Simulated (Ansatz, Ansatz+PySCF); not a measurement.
```xyz
2

Mg    0.0000    0.0000   -0.7550
O     0.0000    0.0000    1.1325
```

RHF-MP2 on singlet MgO was run in several spherical basis sets with Ansatz (development build ahead of 0.2.0). Frozen core: 2 orbitals. Caution for RHF-MP2: an unrestricted determinant lies well below; in another basis set an unrestricted determinant lies well below; large amplitudes, a single reference is doubtful.

Rank the basis sets by the total energy that they give, lowest first, with the distance from the lowest.
A. 6-31G(d)
B. cc-pVDZ
C. cc-pVTZ
D. def2-SVP
E. def2-TZVP

E (0.00 eV), C (3.85 eV), B (6.81 eV), A (7.40 eV), D (10.39 eV).

Totals follow the description of the cores as much as that of the bonds, so this order isn't one of quality for chemistry.
